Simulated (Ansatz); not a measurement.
**The chlorine atom (doublet): the correlation ladder, cc-pV(T+d)Z**

How much of the correlation energy of the chlorine atom (doublet) does each wave-function method recover here?

The runs use Ansatz 0.2.0, Gaussian basis; cc-pV(T+d)Z, core rule «outside noble gas», up to 5 orbitals frozen.

To be run: UHF; CCSD(T) on ROHF; CCSD(T) on UHF; BCCD(T) on ROHF; CISD; CCSDT(Q) on ROHF; CCSDT(Q) on UHF; CISDTQ; CASSCF and MRCISD+Q, 7 electrons in 4 orbitals; CASSCF and MRCISD+Q(relaxed), 7 electrons in 4 orbitals; CASSCF and NEVPT4(SD), 7 electrons in 4 orbitals; CASSCF and NEVPT2, 7 electrons in 4 orbitals.

2 further runs of the same task are left out: 2 set aside as unsound or not needed.

**1. The atom**

A free atom, in its lowest state of this spin that the program finds.

1 atom, charge 0, spin multiplicity 2.

**2. UHF**

Contents of in.yaml:

```yaml
crystal:
  periodic: [false, false, false]
  atoms:
    - {symbol: Cl, position_ang: [0.000000, 0.000000, 0.000000]}
basis:
  gaussian: {orbitals: "cc-pV(T+d)Z.json"}
magnetization: {spin_polarized: true, initial_magnetization: 1}
hamiltonian: {xc: hf}
output: {orbitals: {seedname: orbitals}}
```

Run with:

```console
$ ansatz run in.yaml --threads 1 --pin off --events-out ev --progress --plain --max-ram 2393MiB
```

Further steps of the session: CCSD(T) on ROHF; CCSD(T) on UHF; BCCD(T) on ROHF; CISD; CCSDT(Q) on ROHF; CCSDT(Q) on UHF; CISDTQ; CASSCF and MRCISD+Q, 7 electrons in 4 orbitals; CASSCF and MRCISD+Q(relaxed), 7 electrons in 4 orbitals; CASSCF and NEVPT4(SD), 7 electrons in 4 orbitals; CASSCF and NEVPT2, 7 electrons in 4 orbitals.

Before running them: what should the planned runs give, taken together? Wanted: UCCSDT(Q) below the RHF energy; RMP2 from UCCSDT(Q); UMP2 from UCCSDT(Q); RCCSD from UCCSDT(Q); RCCSD(T) from UCCSDT(Q); UCCSD(T) from UCCSDT(Q); RCCSDT(Q) from UCCSDT(Q); NEVPT2 valence from UCCSDT(Q); NEVPT4(SD) valence from UCCSDT(Q).

As calculated:

| quantity | value |
| --- | --- |
| UCCSDT(Q) below the RHF energy | -5.2937 eV |
| RMP2 from UCCSDT(Q) | +18.37 kcal/mol |
| UMP2 from UCCSDT(Q) | +19.01 kcal/mol |
| RCCSD from UCCSDT(Q) | +4.28 kcal/mol |
| RCCSD(T) from UCCSDT(Q) | +0.54 kcal/mol |
| UCCSD(T) from UCCSDT(Q) | +0.53 kcal/mol |
| RCCSDT(Q) from UCCSDT(Q) | +0.02 kcal/mol |
| NEVPT2 valence from UCCSDT(Q) | +30.72 kcal/mol |
| NEVPT4(SD) valence from UCCSDT(Q) | +3.84 kcal/mol |
| MRCISD+Q valence from UCCSDT(Q) | +1.06 kcal/mol |
| levels within 1 kcal/mol (43 meV) | RCCSD(T), UCCSD(T), BCCD(T), RCCSDT, UCCSDT, CISDTQ, RCCSDT(Q) |
| T1 diagnostic | 0.014 |
| effectively unpaired electrons | 1.00 |

**Reading.** RCCSD(T) lands +0.54 kcal/mol from the yardstick (0.4 % of the correlation energy). One determinant dominates. Of the multireference levels listed MRCISD+Q valence comes nearest in total energy (+1.06 kcal/mol), which doesn't show that its space is the better one. These misses are within one basis, not against nature; the frozen cores of restricted and unrestricted runs differ, which can shift their rows.
